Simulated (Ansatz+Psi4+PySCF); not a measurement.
| atom | x (Å) | y (Å) | z (Å) |
| --- | --- | --- | --- |
| B | 0.0000 | 0.0000 | -0.0050 |
| F | 0.0000 | 0.0000 | 1.5170 |

Basis set: cc-pVTZ (spherical functions). Frozen core: 2 orbitals. Charge 0, multiplicity 1.

Computed with Ansatz (development build ahead of 0.2.0) and Psi4 1.11; each method stands on the lowest determinant of its kind that the runs found. Restricted open shells among the atoms or ions are ROHF, correlated in semicanonical orbitals with singles.

(1) Give the vertical ionization energy (product with multiplicity 2 at the same shape, open shells in the same class of orbitals) of singlet BF by RHF-MP2, RHF.

Answers

(1)

| method | ionization energy |
| --- | --- |
| RHF-MP2 | 11.62 eV |
| RHF | 10.91 eV |

Caution: stretched shape with no unrestricted run beside it, a lower state can exist; unrestricted orbitals would lower the determinant. Caution for RHF-MP2: bonds are stretched, where a single reference can fail.
